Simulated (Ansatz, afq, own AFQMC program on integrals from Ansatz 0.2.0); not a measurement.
Two steps: Ansatz 0.2.0 writes the Fock matrix and Cholesky factors of the valence space, and afq projects on them the lowest state that overlaps trial and start.

```yaml
crystal:
  periodic: [false, false, false]
  atoms:
    - {symbol: B, position_ang: [0.000000, 0.000000, 0.095674]}
    - {symbol: C, position_ang: [0.000000, 0.000000, -1.368483]}
    - {symbol: H, position_ang: [0.000000, 0.000000, 1.272810]}
basis:
  gaussian: {orbitals: cc-pVDZ}
magnetization: {spin_polarized: true, initial_magnetization: 2}
correlation: {method: ccsd_t, electrons: outside_noble_gas, hamiltonian_folder: ham}
```

```sh
$ ansatz run in.yaml --threads 1 --pin off --events-out ev --progress --plain --max-ram 1843MiB
```

Options of the walk:

```
--method free --trial cisd --walkers 60 --time-step 0.03 --max-blocks 80 --target-error 0.00034 --factor-cut 1e-05 --seed 6975 --times 0,0.3,0.6,1.2,1.8,2.4,3.6,4.8,6 --taylor-order 8
```

Times are imaginary, in 1/Eh. The walk had a cap of 630 s.

afq prints:

```
orbitals 31  electrons 5 3  factors 227 of 308
reference energy -62.95706526 Eh
CCSD correlation -0.17593577 Eh in 10 cycles, weight of the determinant in the CISD state 0.9045
repeat  energy at the last time / Eh  error
    10  -63.140970  0.001588
    20  -63.140699  0.001114
    30  -63.139948  0.001075
    40  -63.139752  0.000863
    50  -63.139703  0.000746
    60  -63.139976  0.000691
    70  -63.140034  0.000606
    80  -63.139963  0.000541
time / (1/Eh)  energy / Eh  error  mean overlap
  0.00  -63.133093  0.000102  1.1063
  0.30  -63.137179  0.000162  1.0978
  0.60  -63.138901  0.000174  1.0895
  1.20  -63.139713  0.000234  1.0958
  1.80  -63.139844  0.000228  1.1061
  2.40  -63.140066  0.000234  1.1047
  3.60  -63.140477  0.000313  1.1117
  4.80  -63.140206  0.000375  1.0903
  6.00  -63.139963  0.000541  1.1176
energy -63.139963 +/- 0.000541 Eh
```

The run passed its tests (error under three times the target), which doesn't prove that it has relaxed.

Against this walk (error 14.7 meV) on the same determinant: CCSD(T) 34.1 meV higher, CCSDT(Q) 11.4 meV lower (within the noise). The error is statistical, and a free projection of finite length keeps a remainder of its start.

Cautions: remainder of the start not in the error; error above the target (14.7 against 9.3 meV).

The walk took 3 min on 1 thread of Arm Neoverse V1 (shared host). The log's last line is the free-projection energy.

CCSDT and higher add their correlation energy to the determinant of the CCSD(T) run, since their own runs factorise the integrals more tightly (a shift of under 2 meV). A walk keeps the symmetry of its determinant, which the program's search chose and which needn't be the lowest solution, so a lower state of the same spin and another symmetry isn't excluded.
